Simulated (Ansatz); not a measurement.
The input, for Ansatz 0.2.0:

```yaml
crystal:
  periodic: [false, false, false]
  atoms:
    - {symbol: B, position_ang: [0.000000, 0.000000, 0.118972]}
    - {symbol: H, position_ang: [0.000000, 1.253251, -1.722614]}
    - {symbol: H, position_ang: [0.000000, 0.000000, 2.169150]}
    - {symbol: H, position_ang: [0.000000, -1.253251, -1.722614]}
basis:
  gaussian: {orbitals: def2-SVP}
total_charge: 1
magnetization: {spin_polarized: false, initial_magnetization: 1}
correlation: {method: fic_mrcisd_q, electrons: valence, active_space: {window: {electrons: 1, orbitals: 8}}}
```

```sh
$ ansatz run in.yaml --threads 1 --pin off --events-out ev --progress --plain --max-ram 2393MiB
```

Output:

```
298 factors; integrals over basis functions are off by at most 1.9e-3 eV
mean field evaluation 1: about -697.3156 eV, gradient 5.4e0 eV
mean field evaluation 2: about -697.3160 eV, gradient 5.4e0 eV
mean field evaluation 4: about -697.7630 eV, gradient 7.9e-1 eV
mean field evaluation 8: about -697.7739 eV, gradient 1.6e-3 eV
mean field evaluation 16: about -697.7739 eV, gradient 2.8e-5 eV
mean field evaluation 32: about -697.7739 eV, gradient 2.2e-2 eV
mean field evaluation 64: about -693.7810 eV, gradient 1.1e1 eV
mean field -698.15329745 eV, -25.6566604559 hartree, gradient 3.0e-6 eV, S^2 0.750000; 5 other end points of the search recorded, 0 dependent functions left out
reference -697.77390636 eV, -25.6427180908 hartree; 4, 3 occupied and 25, 26 virtual orbitals, 298 factors
state -698.15329745 eV, -25.6566604559 hartree
contracted CI cycle   1: correlation 0.00000000 eV, 0.0000000000 hartree, residual 9.82e0 eV
contracted CI cycle   2: correlation -2.72782052 eV, -0.1002455552 hartree, residual 4.03e0 eV
contracted CI cycle   3: correlation -3.28801461 eV, -0.1208323082 hartree, residual 1.81e0 eV
...
contracted CI cycle 291: correlation 4.66681805 eV, 0.1715024002 hartree, residual 1.26e1 eV
contracted CI cycle 292: correlation -4.80759526 eV, -0.1766758671 hartree, residual 1.83e-5 eV
contracted CI cycle 293: correlation 4.66681805 eV, 0.1715024002 hartree, residual 1.26e1 eV
contracted CI cycle 294: correlation -4.80759526 eV, -0.1766758671 hartree, residual 1.83e-5 eV
contracted CI cycle 295: correlation 4.66681805 eV, 0.1715024002 hartree, residual 1.26e1 eV
contracted CI cycle 296: correlation -4.80759526 eV, -0.1766758671 hartree, residual 1.83e-5 eV
contracted CI cycle 297: correlation 4.66681805 eV, 0.1715024002 hartree, residual 1.26e1 eV
contracted CI cycle 298: correlation -4.80759526 eV, -0.1766758671 hartree, residual 1.83e-5 eV
contracted CI cycle 299: correlation 4.66681805 eV, 0.1715024002 hartree, residual 1.26e1 eV
contracted CI cycle 300: correlation -4.80759526 eV, -0.1766758671 hartree, residual 1.83e-5 eV
state -695.57283893 eV, -25.5618303544 hartree; corrected -705.28971781 eV, -25.9189190670 hartree
state -698.15329745 eV, -25.6566604559 hartree; corrected -702.52294162 eV, -25.8172419173 hartree
WARN: 7 active orbitals are nearly empty or full. The corrections depend on them more than the energy does, and are more stable in an active space without them
Total energy: -702.52294162 eV, -25.8172419173 hartree
```

Ran on 1 thread of Arm Neoverse V1, shared host: 17 s wall, 0.19 GiB peak host memory.
